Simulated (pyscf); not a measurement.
**Concerted two-bond exchange: H₂N–AlH₂ + ethylene (H₂C=CH₂) → H₂N–Al [singlet] + ethane (H₃C–CH₃)**

Gas phase, singlet surface, charge 0. Bonds broken: Al2–H5, Al2–H6. Bonds formed: H5–C7, H6–C8. PySCF, gas phase, ωB97X-D3(BJ)/def2-SVP geometries. MP2 and CC: frozen core, UHF for open shells. ΔMP2 is the change of the MP2 total energy from the triple- to the quadruple-zeta basis.

Transition state (Å):

```xyz
12

N     -2.8147    -0.8864     0.5922
Al    -1.7319    -0.1813    -0.6553
H     -2.8020    -1.8543     0.9001
H     -3.5839    -0.3998     1.0433
H     -0.1357    -0.6780    -0.7028
H     -1.2724     1.4188    -0.5034
C      0.5760     0.1587     0.4149
C     -0.0951     1.3982     0.5340
H      1.5049     0.1092    -0.1615
H      0.5089    -0.5614     1.2367
H      0.3277     2.2820     0.0466
H     -0.6656     1.6069     1.4447
```

One imaginary mode, 1460i cm⁻¹; descent along it reached the two sides named, in the forms told below.

```csv
bond,change,reactant side (Å),saddle,product side
Al2–H5,breaks,1.591,1.672,3.1
Al2–H6,breaks,1.591,1.672,3.4
H5–C7,forms,2.9,1.567,1.104
H6–C8,forms,2.9,1.569,1.101
```

Electronic energies relative to the separated reactants (kcal/mol):

```tsv
level	barrier	reaction energy	reverse barrier
ωB97X-D3(BJ)/def2-TZVP	40.5	-13.5	54.0
PBE/def2-TZVP	26.2	-16.7	42.9
r²SCAN/def2-TZVP	29.5	-12.7	42.2
B3LYP-D3(BJ)/def2-TZVP	36.2	-14.1	50.3
PBE0-D3(BJ)/def2-TZVP	30.0	-17.5	47.5
M06-2X/def2-TZVP	35.4	-17.6	53.0
ωB97M-D3(BJ)/def2-TZVP	40.1	-15.9	56.0
HF/def2-TZVP	68.4	-10.8	79.3
MP2/def2-QZVPP	35.4	-13.6	49.0
CCSD/def2-TZVPP	45.2	-15.0	60.2
CCSD(T)/def2-TZVPP	40.3	-14.4	54.8
CCSD(T)/def2-TZVPP + ΔMP2(QZVPP)	39.9	-13.8	53.7
```

With CCSD(T)/def2-TZVPP + ΔMP2(QZVPP) energies and thermal terms (ideal gas, 1 atm, RRHO with modes under 100 cm⁻¹ raised to 100, one conformer, R ln 2 for chiral ones without a mode under 150 cm⁻¹), in kcal/mol:

```tsv
T (K)	ΔH‡	ΔG‡	ΔH	ΔG
298	40.0	49.7	-8.7	-8.3
600	40.5	59.3	-9.4	-7.7
900	41.1	68.6	-10.1	-6.7
1200	41.8	77.7	-10.7	-5.5
```

On the reactant side the descent ends in a bound adduct, 9.1 kcal/mol under the separated species and 49.5 kcal/mol under the saddle at ωB97X-D3(BJ)/def2-TZVP. The same reactants have a lower exit, to H₃C–CH₂–AlH–NH₂ (barrier +9.7 kcal/mol at ωB97M-D3(BJ)/def2-TZVP, against +40.1 kcal/mol here). This is the saddle that the search found; another between the same sides may lie lower. The CCSD(T) − MP2 part came from Ansatz, without density fitting, on the same reference.
